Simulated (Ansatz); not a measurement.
`COC(C)OC`, relaxed with RKS PBE0-D4/def2-TZVP in the Gaussian-basis code of Ansatz from a PBE-D4/def2-SVP geometry. The force threshold is 0.005 eV/Å; the program also tests the step.

The species carries charge 0 and has multiplicity 1.

Start:

```xyz
16

C    -0.069   -1.561   -1.641
O    -0.060   -0.149   -1.533
C     0.217    0.316   -0.249
C     0.332    1.830   -0.316
O    -0.837   -0.092    0.620
C    -0.469   -0.218    1.971
H    -0.275   -1.808   -2.700
H     0.918   -1.999   -1.355
H    -0.852   -2.018   -0.998
H     1.174   -0.143    0.133
H     1.156    2.130   -0.991
H    -0.619    2.245   -0.702
H     0.527    2.254    0.688
H     0.392   -0.919    2.112
H    -1.343   -0.623    2.519
H    -0.191    0.756    2.442
```

| step | energy (eV) | largest force (eV/Å) | largest move (Å) |
| --- | --- | --- | --- |
| 1 | -8398.5261 | 0.553 | 0.000 |
| 2 | -8398.5879 | 0.175 | 0.028 |
| 3 | -8398.5940 | 0.039 | 0.012 |
| 4 | -8398.5942 | 0.013 | 0.007 |
| 5 | -8398.5942 | 0.050 | 0.018 |
| 6 | -8398.5944 | 0.008 | 0.019 |
| 7 | -8398.5944 | 0.005 | 0.008 |
| 8 | -8398.5944 | 0.001 | 0.005 |
| 9 | -8398.5944 | 0.001 | 0.006 |

End:

```xyz
16

C    -0.074   -1.553   -1.640
O    -0.080   -0.151   -1.518
C     0.207    0.300   -0.243
C     0.328    1.803   -0.300
O    -0.830   -0.111    0.620
C    -0.455   -0.197    1.967
H    -0.229   -1.782   -2.694
H     0.892   -1.971   -1.323
H    -0.870   -2.012   -1.047
H     1.149   -0.160    0.116
H     1.145    2.091   -0.963
H    -0.605    2.222   -0.680
H     0.525    2.212    0.692
H     0.414   -0.856    2.102
H    -1.301   -0.615    2.512
H    -0.215    0.783    2.398
```

It took 23 s on 2 threads of an AMD EPYC 7R13 on a shared host and a share of an NVIDIA H100 80 GB, with 0.91 GiB of host memory at the peak.
